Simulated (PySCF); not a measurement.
## Do core-level shifts follow atomic charges?

2-furanthiol, C4H4OS.
Z-matrix (Å and degrees, PBE0-D3(BJ)/def2-SVP geometry), rows numbered from 1:
```
S 
C   1  1.7506
C   2  1.3669  1  131.24
C   3  1.4318  2  105.52  1   179.98
C   4  1.3598  3  106.36  2    -0.03
O   2  1.3467  1  118.17  3   179.96
H   1  1.3491  2   94.21  3  -179.85
H   3  1.0871  2  126.65  1    -0.05
H   4  1.0879  3  127.10  2  -180.00
H   5  1.0861  4  133.99  3  -179.95
```

Binding energies: PySCF 2.14.0, delta-SCF UKS SCAN, pcX-2 on the ionised atom, pcseg-1 elsewhere, spin-free X2C. Charges: PBE0/pcSseg-1 ground-state density, for the ionised atom.

```tsv
atom	environment	C 1s (eV)	Mulliken (e)	IAO (e)	Hirshfeld (e)	ESP (e)
C3	aromatic CH carbon	290.27	-0.165	-0.241	-0.104	-0.083
C4	aromatic CH carbon	290.53	-0.156	-0.208	-0.087	-0.454
C5	aromatic CH next to a ring oxygen	291.43	+0.135	-0.011	-0.004	+0.097
C2	substituted aromatic carbon	292.31	+0.080	+0.047	+0.033	+0.024
```

**Question.** How well does each charge scheme correlate with the binding energies over these sites?

**Answer.** Hirshfeld: r = 0.99, slope 13.9 eV per e; IAO: r = 0.97, slope 6.3 eV per e; Mulliken: r = 0.85, slope 5.1 eV per e; ESP: r = 0.59, slope 2.3 eV per e. On 4 points no scheme stands out.

**Question.** The point-charge model writes a binding energy as kq + V + constant, with V the potential of the other atoms' charges at the site. What does it give with the Mulliken charges?

**Answer.** V = Σ 14.40 eV Å × q/r over all other atoms: +0.79 eV at C3, +1.09 eV at C4, -3.01 eV at C5, -3.21 eV at C2. Fitting binding energy − V to q gives k = 19.8 eV per e and leaves an rms residual of 0.77 eV, against 0.42 eV for the fit on q alone. The model has no term for differences in relaxation between sites.

The structure is a single PBE0-D3(BJ)/def2-SVP conformer in the gas phase; no vibrational or solvent corrections.
